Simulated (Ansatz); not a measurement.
`F/C=C/C=C/F`, relaxed with RKS PBE0-D4/def2-TZVP in Ansatz from a PBE-D4/def2-SVP geometry. The force threshold is 0.005 eV/Å; the program also tests the step.

Charge 0, multiplicity 1.

Start:

```xyz
10

F    -2.326   -1.718    0.849
C    -1.066   -1.428    0.492
C    -0.677   -0.170    0.194
C     0.676    0.170   -0.194
C     1.067    1.428   -0.491
F     2.327    1.716   -0.848
H    -0.410   -2.315    0.473
H    -1.436    0.629    0.252
H     1.434   -0.629   -0.253
H     0.411    2.316   -0.472
```

Question: How much energy does the relaxation release, and in how many steps? (Best estimate.)

Answer: Ansatz gave: 6.02 kJ/mol, in 4 steps.

Question: Which bonds change most? (Best estimate.)

Answer: The calculation gave: C2–C3 from 1.350 to 1.327 Å; C4–C5 from 1.350 to 1.327 Å; C2–H7 from 1.104 to 1.084 Å; C5–H10 from 1.104 to 1.084 Å.

Question: Give the relaxed structure. (Estimate.)

Answer: Ansatz gave: 
```xyz
10

F    -2.301   -1.697    0.839
C    -1.047   -1.407    0.484
C    -0.675   -0.168    0.193
C     0.674    0.168   -0.193
C     1.047    1.407   -0.484
F     2.301    1.697   -0.839
H    -0.405   -2.281    0.466
H    -1.418    0.622    0.249
H     1.418   -0.622   -0.250
H     0.406    2.281   -0.466
```
